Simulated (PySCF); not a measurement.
Ionisation of ammonia

Molecule: ammonia, `N` (NH3). Non-hydrogen atoms are numbered in `[NH3:1]`.

Energies: B3LYP-D3(BJ)/ma-def2-TZVP (PySCF, density fitting, integration grid level 2) on PBE0-D3(BJ)/def2-SVP structures. Thermal corrections: PBE0-D3(BJ)/def2-SVP frequencies, unscaled, ideal gas at 298.15 K and 1 bar, quasi-RRHO entropy.

Frontier levels of the parent: HOMO -7.56 eV, LUMO -0.21 eV.

Oxidation to the radical cation:
- Vertical ionisation energy (electronic): 11.06 eV
- Adiabatic ionisation energy (with zero-point energy): 10.14 eV
- Adiabatic, electronic part: 10.19 eV
- Vertical gap at the product's structure: 9.94 eV
- Inner reorganisation energy (four-point): 1117 meV
- Relaxation of product / of parent: 865 / 252 meV
- ⟨S²⟩ of the product: 0.754
- Largest spin populations: N1 1.08
- Largest changes of atomic charge: N1 0.60, H (on N1) 0.13, H (on N1) 0.13, H (on N1) 0.13
- Distances that move most (Å): N1–H 1.020 → 1.033; N1–H 1.020 → 1.033; N1–H 1.020 → 1.033

Measured values (NIST Chemistry WebBook, evaluated or the median of agreeing entries): adiabatic ionisation energy 10.07 eV (computed 10.14, difference 0.07).

Note: the split of the reorganisation energy is sensitive to the structures, which come from another level (PBE0-D3(BJ)/def2-SVP).

Hardware: 1 thread of Arm Neoverse V2, shared with other jobs. Command: `OMP_NUM_THREADS=1 python redox_run.py task.json out`. Structures, frequencies and single points: 9.8 s.
